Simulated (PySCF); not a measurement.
PH₃.
Numbering: `[PH3:1]` (hydrogens: H2, H3, H4 on P1)

Cartesian coordinates in Å at the GFN2-xTB level; atoms count from 1:
```xyz
4
PH3 angstrom
P     -0.0015    0.0035    0.5704
H     -0.5587    1.0086   -0.2056
H      1.1583   -0.0163   -0.1896
H     -0.5880   -0.9910   -0.1980
```

Computed, not measured: B3LYP/aug-pcSseg-1 in PySCF (dipole) on a GFN2-xTB geometry, gas phase.

Masses are those of the commonest isotopes; rigid-rotor values at the optimised geometry. 

(1) What are A, B and C (MHz)?

(2) Classify the top.

(3) Is it planar, by Δ = Ic − Ia − Ib?

(4) Give the other two planar moments, Paa and Pbb, and the rms extents of the mass along the axes.

(5) Where do the R-branch lines fall?

(6) Estimate the classical rotational partition function at 100 K and 500 K.

Answers

(1) Ia = 3.64, Ib = 3.64, Ic = 4.03 u·Å²; 505379 MHz·u·Å²/I gives A = 138825, B = 138807, C = 125386 MHz.

(2) An oblate symmetric top, as the point group C3v requires two equal moments; the computed ones differ by 0.01 % because the geometry is symmetric only within the optimiser's tolerance: κ = (2 × 138807 − 138825 − 125386)/(138825 − 125386) = 1.00.

(3) Not planar: Δ = Ic − Ia − Ib = -3.25 u·Å². For a rigid frame Δ = −2 Σ m c², so Σ m c² = 1.63 u·Å² lies off the ab plane: 1.48 from hydrogen and 0.14 from heavier atoms. The atom farthest from that plane is 0.70 Å away.

(4) Paa = Σ m a² = (Ib + Ic − Ia)/2 = 2.02 and Pbb = Σ m b² = (Ia + Ic − Ib)/2 = 2.02 u·Å². With the mass M = 34.00 u, the rms extents √(P/M) along a, b and c are 0.24, 0.24, 0.22 Å.

(5) The dipole of 0.66 D lies along the symmetry axis, so ΔK = 0 and J+1 ← J falls at 2B(J+1) for every K: 277.63 GHz, 555.26 GHz, 832.89 GHz, 1110.53 GHz, 1388.16 GHz for J = 0 to 4.

(6) Point group C3v, symmetry number σ = 3; q = (√π/σ)·√((kT/h)³/(ABC)), k/h = 20836.6 MHz/K: 36.2 at 100 K, 404 at 500 K.

No GFN2-xTB frequencies stand behind this structure, so it isn't proved a minimum. No vibrational averaging or centrifugal distortion is included, and the geometry carries the error of its method.
